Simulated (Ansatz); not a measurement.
Two isomers of C8H18: A = `CCC(C)(C)C(C)C`, B = `CCC(C)(CC)CC`.

Calculated with Ansatz (gas phase, PBE0-D4/def2-TZVP geometries, no zero-point term in ΔE). CCSD(T)/CBS is the MP2 limit (def2-TZVPP, def2-QZVPP) plus CCSD(T) − MP2 in def2-TZVPP, frozen cores. Functionals use def2-TZVPP. B3LYP here is the variant with VWN-RPA as its local correlation; programs differ in this. Each species was taken in one conformer, which may not be the lowest.

A:

```xyz
26

C     2.028   -1.234   -0.722
C     1.074   -1.145    0.457
C    -0.286   -0.472    0.193
C    -1.077   -1.328   -0.797
C    -1.045   -0.446    1.518
C    -0.095    0.954   -0.388
C    -1.406    1.683   -0.662
C     0.805    1.845    0.460
H     2.931   -1.782   -0.440
H     1.582   -1.759   -1.569
H     2.344   -0.249   -1.072
H     0.868   -2.157    0.824
H     1.571   -0.630    1.285
H    -0.642   -1.298   -1.799
H    -1.093   -2.372   -0.469
H    -2.114   -0.998   -0.877
H    -0.518    0.138    2.277
H    -1.155   -1.462    1.906
H    -2.048   -0.030    1.404
H     0.400    0.819   -1.358
H    -1.207    2.638   -1.153
H    -2.073    1.115   -1.313
H    -1.945    1.902    0.264
H     0.375    2.022    1.450
H     1.802    1.425    0.599
H     0.925    2.820   -0.018
```

B:

```xyz
26

C     1.044    0.844   -2.244
C     0.682    1.170   -0.805
C     0.348   -0.022    0.108
C     1.588   -0.895    0.284
C    -0.064    0.568    1.468
C    -0.528   -0.419    2.526
C    -0.769   -0.891   -0.488
C    -2.094   -0.192   -0.737
H     0.213    0.376   -2.778
H     1.305    1.756   -2.787
H     1.902    0.172   -2.311
H     1.510    1.720   -0.342
H    -0.168    1.862   -0.801
H     1.918   -1.313   -0.670
H     2.417   -0.319    0.705
H     1.390   -1.738    0.951
H    -0.854    1.309    1.303
H     0.791    1.134    1.855
H    -1.439   -0.942    2.224
H     0.230   -1.173    2.746
H    -0.748    0.101    3.461
H    -0.931   -1.746    0.176
H    -0.406   -1.321   -1.427
H    -2.523    0.208    0.185
H    -1.992    0.639   -1.440
H    -2.823   -0.888   -1.160
```

(1) Which is lower in electronic energy at CCSD(T)/CBS, and by how much? (Best estimate.)

(2) Give E(B) − E(A) in kJ/mol with PBE-D4, CCSD/def2-TZVPP, B3LYP, B2PLYP, LDA (SPW92), CCSD(T)/def2-TZVPP, ωB97M-V. (Estimate.)

Largest T1 diagnostic: 0.009.

## Answers

(1) The calculation gave: A, by 1.5 kJ/mol. So small a gap doesn't settle the order.

(2) The calculation gave: PBE-D4 -0.3, CCSD/def2-TZVPP 0.7, B3LYP -2.9, B2PLYP -0.6, LDA (SPW92) 2.0, CCSD(T)/def2-TZVPP 1.8, ωB97M-V 0.9. The order is the other way round with B3LYP, B2PLYP.

Leaving LDA and LC-ωPBE aside and taking each functional with its dispersion term where it has one, the values, not all of them listed here, spread over 1.8 kJ/mol, from BHLYP-D4 to ωB97M-V. LDA lies +3.7 kJ/mol from PBE without D4. In def2-TZVPP, CCSD(T) changes the Hartree–Fock value by +6.1 kJ/mol (the triples alone add +1.1 kJ/mol) and MP2 by +7.3 kJ/mol.
